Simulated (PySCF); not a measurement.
Ligands exchanged one at a time, Si F-H. Isolated molecules, 0 K electronic values unless said otherwise. Strings in code marks are SMILES.

The numbers are results of PBE-D3(BJ)/def2-TZVP // PBE0-D3(BJ)/def2-TZVP (PySCF 2.14.0), not measurements. Excitations are Tamm–Dancoff values on a coarser integration grid. The basis has no diffuse functions, so Rydberg states are missing or too high.

| species | S1 excitation (TDA) (eV) | S1 oscillator strength |
|---|---|---|
| 0 of 4 F replaced by H (`F[Si](F)(F)F`) | [?] | 0.000 |
| 1 of 4 F replaced by H | 10.08 | 0.072 |
| 2 of 4 F replaced by H | 7.96 | 0.000 |
| 3 of 4 F replaced by H (`F[SiH3]`) | [?] | 0.003 |
| 4 of 4 F replaced by H (`[SiH4]`) | – | – |

### Question
What belongs in the gaps?

### Answer

- 0 of 4 F replaced by H (`F[Si](F)(F)F`), S1 excitation (TDA) (eV): 10.17
- 3 of 4 F replaced by H (`F[SiH3]`), S1 excitation (TDA) (eV): 7.44
